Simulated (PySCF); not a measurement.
B3LYP has the VWN-RPA correlation part, as in Gaussian. 

Cartesian coordinates (Å):
```xyz
4

Si    -0.0006     0.0004     0.3412
H     -0.6964     1.2272    -0.1165
H      1.4114    -0.0105    -0.1111
H     -0.7144    -1.2171    -0.1136
```
Charge 0, spin multiplicity 2.

Predict the highest occupied spin orbital, dipole moment and total energy from B3LYP-D3(BJ)/def2-TZVP (PySCF 2.14.0).


The highest occupied spin orbital comes out as -6.11 eV, the dipole moment comes out as 0.08 D and the total energy comes out as -7925.73 eV.
